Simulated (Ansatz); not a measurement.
# C₄H₂N radical: geometry at several levels

Wanted for C₄H₂N radical: geometry at several levels. Spin multiplicity 2.

Program: Ansatz 0.2.0. Level of theory: the levels named in each step. These are calculated values, not measurements.

### 1 The starting structure

Bond lengths: C1–C2 1.213 Å, C2–C3 1.372 Å, C3–C4 1.379 Å, C4–N5 1.155 Å, C1–H6 1.049 Å, C3–H7 1.081 Å. Angles: C1–C2–C3 179.8°, C2–C1–H6 179.9°, C2–C3–C4 121.6°, C2–C3–H7 119.9°, C4–C3–H7 118.5°, C3–C4–N5 179.3°.

Coordinates:

```xyz
7

C     2.1345   -0.8838   -0.2361
C     0.9534   -0.7540    0.0079
C    -0.3824   -0.6028    0.2827
C    -1.0343    0.5926    0.0629
N    -1.5921    1.5881   -0.1174
H     3.1555   -0.9983   -0.4486
H    -0.9476   -1.4338    0.6804
```

### 2 A rough first relaxation, PBE-D4/def2-SVP

The input, input.yaml:

```yaml
crystal:
  periodic: [false, false, false]
  atoms:
    - { symbol: C, position_ang: [2.13455, -0.88381, -0.23605] }
    - { symbol: C, position_ang: [0.95341, -0.75395, 0.00792] }
    - { symbol: C, position_ang: [-0.38236, -0.60279, 0.28273] }
    - { symbol: C, position_ang: [-1.03426, 0.59263, 0.06285] }
    - { symbol: "N", position_ang: [-1.59206, 1.58809, -0.11738] }
    - { symbol: H, position_ang: [3.1555, -0.99827, -0.44865] }
    - { symbol: H, position_ang: [-0.94759, -1.43379, 0.68035] }
magnetization:
  spin_polarized: true
  initial_magnetization: 1
basis:
  gaussian: { orbitals: def2-SVP }
hamiltonian:
  xc: pbe
  dispersion: d4
relax:
  f_tol: 0.03
  max_steps: 200
```

Launch:

```bash
> ansatz run input.yaml --threads 2 --pin off --max-ram 5120MiB --backend cpu --events-out ev --progress --plain --runs-dir out
```

Further steps of the session: Relaxation, HF/STO-3G; Relaxation, HF/6-31G*; Relaxation, LDA/def2-SVP; Relaxation, PBE-D4/def2-SVP; Relaxation, PBE0-D4/def2-TZVPP; Relaxation, MP2/def2-TZVPP.

What does the calculation give? Wanted: C1–C2 at MP2/def2-TZVPP; C2–C3 at MP2/def2-TZVPP; C3–C4 at MP2/def2-TZVPP.

**Answer**, as computed:

```
               quantity    value
C1–C2 at MP2/def2-TZVPP  1.191 Å
C2–C3 at MP2/def2-TZVPP  1.389 Å
C3–C4 at MP2/def2-TZVPP  1.422 Å
```

In words: The C–C distance spreads over 0.046 Å, from MP2/def2-TZVPP (shortest) to PBE-D4/def2-SVP. <S²> exceeds the pure value by up to 0.87: some mean fields break spin symmetry, which blurs their results.
